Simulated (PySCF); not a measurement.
# Broadened absorption spectrum of C2H7O2P

Compound: C2H7O2P.
SMILES: `CP(C)(=O)O`

Level of theory: PySCF 2.14.0, density-fitted response routines, TDDFT CAM-B3LYP/def2-SVPD, vertical, gas phase, core orbitals frozen in the response. Geometry: PBE0-D3(BJ)/def2-SVP, one conformer, isolated molecule. Torsions of this conformer, `[CH3:1][P:2]([CH3:3])(=[O:4])[OH:5]`: H–O5–P2–C1 -128°.

Computed states:

```json
{"state": "S1", "E (eV)": "7.38", "f": "0.054"}
{"state": "S2", "E (eV)": "7.74", "f": "0.057"}
{"state": "S3", "E (eV)": "8.02", "f": "0.015"}
{"state": "S4", "E (eV)": "8.51", "f": "0.018"}
{"state": "S5", "E (eV)": "8.60", "f": "0.0055"}
{"state": "S6", "E (eV)": "8.70", "f": "0.0051"}
{"state": "S7", "E (eV)": "8.87", "f": "0.021"}
{"state": "S8", "E (eV)": "8.92", "f": "0.0072"}
{"state": "S9", "E (eV)": "9.17", "f": "0.014"}
{"state": "S10", "E (eV)": "9.23", "f": "0.0018"}
```

Each state is given a Gaussian of 0.4 eV full width at half maximum, with ε(max) = 2.175×10⁸ f / Δν̃ (Δν̃ the width in cm⁻¹). The width is an assumption, not a result. The curve ends short of the highest state used, and states not computed would add to its high-energy end.

(1) What does the envelope look like, and where are its maxima?

(2) Coming from long wavelengths, where does ε first pass 100 L mol⁻¹ cm⁻¹?

Answers

(1) 
```tsv
λ (nm)	ε (L mol⁻¹ cm⁻¹)
143.7	2264
144.8	2106
145.9	1868
147.0	1556
148.1	1234
149.3	977
150.4	902
151.5	1006
152.6	1273
153.7	1676
154.9	2241
156.0	2838
157.1	3450
158.2	3987
159.3	4354
160.5	4510
161.6	4465
162.7	4339
163.8	4232
164.9	4190
166.1	4183
167.2	4124
168.3	3928
169.4	3557
170.6	2981
171.7	2370
172.8	1764
173.9	1230
175.0	804
176.2	471
177.3	271
178.4	147
179.5	76
180.6	37
181.8	16
182.9	7
```

Maxima: 161 nm (7.72 eV), ε about 4500, made up of S1 (11%) and S2 (84%) (ε in L mol⁻¹ cm⁻¹; maxima over ε = 5, shares over 10%). At its high-energy end, 8.63 eV, the curve is still rising (ε about 2300, from S4, S5, S6 and S7).

(2) At about 179 nm (6.93 eV), 0.45 eV below S1.

The vertical ionisation energy (ΔSCF) is 10.22 eV, 0.99 eV above S10.
